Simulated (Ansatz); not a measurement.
## singlet Si₂C: levels of theory in one basis

```yaml
atoms:
  - { symbol: Si, position_ang: [0.0000, 0.2668, -1.6498] }
  - { symbol: C, position_ang: [0.0000, -0.5336, 0.0000] }
  - { symbol: Si, position_ang: [0.0000, 0.2668, 1.6498] }
```

Basis set: def2-SVP (spherical functions). Left uncorrelated: 11 orbitals. Charge 0, multiplicity 1.

Computed with Ansatz (development build ahead of 0.2.0); each method stands on the lowest determinant of its kind that the runs found.

```tsv
method	E − E(RHF) (eV)	<S²> of the determinant
RHF	0.00	0.00
UHF	0.00	0.05
UHF-MP2	-7.87	0.05
RHF-CCSD(T)	-9.07	–
UHF-CCSD(T)	-9.07	0.05
```

Q: What does RHF-MP2 give on the same scale?

A: -7.94 eV.
